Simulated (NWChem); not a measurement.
Program: NWChem. System: C2H3O, charge 0, spin multiplicity 4, at the geometry of a parent with another charge or spin, in a state set for the comparison that need not be this species' ground state. Its SCF solution wasn't tested for a lower state. Level: ROCCSD(T)/def2-SVP, 3 core orbitals frozen.

Output (cleaned and shortened):

```
             Northwest Computational Chemistry Package (NWChem) 7.3.0
             --------------------------------------------------------

                                NWChem Input Module
                                -------------------

 Scaling coordinates for geometry "geometry" by  1.889725989
 (inverse scale =  0.529177249)

 Turning off AUTOSYM since
 SYMMETRY directive was detected!

                             Geometry "geometry" -> ""
                             -------------------------

 Output coordinates in angstroms (scale by  1.889725989 to convert to a.u.)

  No.       Tag          Charge          X              Y              Z
 ---- ---------------- ---------- -------------- -------------- --------------
    1 C                    6.0000    -0.07619400    -1.16936000     0.00000000
    2 C                    6.0000     0.42500700     0.25360100     0.00000000
    3 O                    8.0000    -0.19594900     1.26001500     0.00000000
    4 H                    1.0000     0.32684700    -1.68726300     0.88425300
    5 H                    1.0000     0.32684700    -1.68726300    -0.88425300
    6 H                    1.0000    -1.17898000    -1.21104400     0.00000000

 Effective nuclear repulsion energy (a.u.)      62.8178256776

            Nuclear Dipole moment (a.u.)
            ----------------------------
        X                 Y               Z
 ---------------- ---------------- ----------------
     0.0000000000    -0.0000075589     0.0000000000

      Symmetry information
      --------------------

 Group name             Cs
 Group number              2
 Group order               2
 No. of unique centers     5

      Symmetry unique atoms

     1    2    3    4    6


 Summary of "ao basis" -> "" (spherical)
 ------------------------------------------------------------------------------
       Tag                 Description            Shells   Functions and Types
 ---------------- ------------------------------  ------  ---------------------
 *                          def2-svp                  on all atoms

 Summary of "ao basis" -> "ao basis" (spherical)
 ------------------------------------------------------------------------------
       Tag                 Description            Shells   Functions and Types
 ---------------- ------------------------------  ------  ---------------------
 C                          def2-svp                 6       14   3s2p1d
 O                          def2-svp                 6       14   3s2p1d
[...]
     T(I) DIIS level shift : 0.00D+00
   CC-T/L Amplitude update :  5-th order DIIS
                I/O scheme : Global Array Library
        L-threshold :  0.10D-05
        EOM-threshold :  0.10D-05
 no EOMCCSD initial starts read in
 TCE RESTART OPTIONS
 SLICE:      F
 D4D5:       F
 quantumc:   F
 qrotation:  F
 pwtce:      F
 qducc:      F
 nacto:                         0
 nrotv:                         0
 nrot:                          0

            Memory Information
            ------------------
          Available GA space size is     249030302 doubles
          Available MA space size is     104854900 doubles

 Maximum block size supplied by input
 Maximum block size        24 doubles

 tile_dim =     15

 -------------------------------------------------
   1    alpha     a'     5 doubles       0       1
   2    alpha     a'     2 doubles       5       2
   3    alpha     a"     2 doubles       7       3
   4    alpha     a"     1 doubles       9       4
   5    beta      a'     5 doubles      10       5
   6    beta      a"     2 doubles      15       6
   7    alpha     a'    14 doubles      17       7
   8    alpha     a'    15 doubles      31       8
   9    alpha     a"    15 doubles      46       9
  10    beta      a'     2 doubles      61      10
  11    beta      a'    14 doubles      63      11
  12    beta      a'    15 doubles      77      12
  13    beta      a"     1 doubles      92      13
  14    beta      a"    15 doubles      93      14

 Global array virtual files algorithm will be used

 Parallel file system coherency ......... OK

 4-electron integrals stored in orbital form

 v2    file size   =          1021883
 4-index algorithm nr.  13 is used
 imaxsize =       30
 imaxsize ichop =        0


CCSD iterations
 ---------------------------------------------------------
 Iter          Residuum       Correlation     Cpu    Wall
 ---------------------------------------------------------
    1   0.1635383711289  -0.3795460194151     0.9     0.9
    2   0.0746259381886  -0.3981289766411     0.8     0.8
    3   0.1105854250404  -0.4025544344309     0.8     0.8
    4   0.1835347130640  -0.4075119409127     0.8     0.8
    5   0.3183353566466  -0.4021057902235     0.8     0.8
    6   0.0047478767772  -0.4065151727858     0.9     0.9
    7   0.0040384259338  -0.4061690029418     0.8     0.8
    8   0.0033354786712  -0.4063129172319     0.8     0.8
    9   0.0053304173695  -0.4062763758683     0.8     0.8
   10   0.0065183464201  -0.4063908030135     0.8     0.8
   11   0.0007463196571  -0.4064027760405     0.8     0.8
   12   0.0006710652932  -0.4064001300276     0.8     0.8
   13   0.0009111629656  -0.4063933873254     0.8     0.8
   14   0.0015240677247  -0.4064112603827     0.8     0.8
   15   0.0026441722619  -0.4063755943659     0.8     0.8
   16   0.0001087495413  -0.4063982154702     0.8     0.8
   17   0.0000761349063  -0.4064000323022     0.8     0.8
   18   0.0001021436699  -0.4064014971668     0.8     0.8
   19   0.0001219969342  -0.4064037894812     0.8     0.8
   20   0.0001749458737  -0.4064023741436     0.8     0.8
   21   0.0000123958696  -0.4064045634532     0.8     0.8
   22   0.0000126064053  -0.4064042119339     0.8     0.8
   23   0.0000140070676  -0.4064044223143     0.8     0.8
   24   0.0000235871537  -0.4064040572927     0.8     0.8
   25   0.0000382530323  -0.4064047080590     0.8     0.8
   26   0.0000018034466  -0.4064043342282     0.8     0.8
   27   0.0000008644282  -0.4064043609581     0.8     0.8
 -----------------------------------------------------------------
 Iterations converged
 CCSD correlation energy / hartree =        -0.406404360958087
 CCSD total energy / hartree       =      -152.406296649313589

 Singles contributions

 Doubles contributions
 CCSD(T)
 Using plain CCSD(T) code
             total no. of tasks          740
 total no. of tasks / no. procs          740
                         wl_min            8           1.4
                         wl_max       421875           8.7
        thresh for no. of tasks          740

 CCSD[T]  correction energy / hartree =        -0.010960533947062
 CCSD[T] correlation energy / hartree =        -0.417364894905149
 CCSD[T] total energy / hartree       =      -152.417257183260659
 CCSD(T)  correction energy / hartree =        -0.010174680018770
 CCSD(T) correlation energy / hartree =        -0.416579040976857
 CCSD(T) total energy / hartree       =      -152.416471329332353

 Task  times  cpu:       32.4s     wall:       32.4s

 Total times  cpu:       32.4s     wall:       32.4s
```

Task: Write an NWChem input that would produce this output.

Result: Several could match; the one computed here: 
```
start mol
memory heap 100 mb stack 700 mb global 1900 mb
geometry units angstroms nocenter noautoz
  C     -0.076194    -1.169360     0.000000
  C      0.425007     0.253601     0.000000
  O     -0.195949     1.260015     0.000000
  H      0.326847    -1.687263     0.884253
  H      0.326847    -1.687263    -0.884253
  H     -1.178980    -1.211044     0.000000
  symmetry group Cs
end
basis spherical
  * library def2-svp
end
scf
  rohf
  nopen 3
  maxiter 100
  thresh 1e-7
  semidirect memsize 60000000 filesize 0
  # guess.movecs holds the orbitals of an unrestricted PBE0 run
  vectors input guess.movecs swap 7 11 output mol.movecs
end
tce
  freeze core 3
  ccsd(t)
  2eorb
  2emet 13
  thresh 1e-6
  maxiter 100
  tilesize 24
end
task tce energy
```
